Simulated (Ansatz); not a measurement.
Basis-set extrapolation for C2H2FNO, SMILES `N=C=C(O)F` (PBE0-D4/def2-TZVP geometry, frozen core, Ansatz 0.2.0). Multiplicity 1, RHF reference.

|  | def2-TZVPP | def2-QZVPP |
| --- | --- | --- |
| HF | -305.692686 | -305.706034 |
| MP2 correlation | -0.983386 | -1.060655 |
| CCSD(T) correlation | -1.037707 | not run |

Energies in hartree. Use E(X) = E(∞) + A·exp(−7.88·√X) for Hartree–Fock and E(X) = E(∞) + B·X^(−2.97) for correlation, with X = 3 and 4, and add CCSD(T) minus MP2 of the smaller set to the MP2 limit.

Task: What is the CCSD(T) energy at the basis-set limit?

Result: HF limit: -305.706034 + (-0.013348) × 0.13774 = -305.70787. MP2 limit: -1.060655 + (-0.077269) × 0.74074 = -1.11789. Higher-order term: -1.037707 − (-0.983386) = -0.05432. Total: -306.88008 hartree, 393.0 kJ/mol below CCSD(T)/def2-TZVPP.
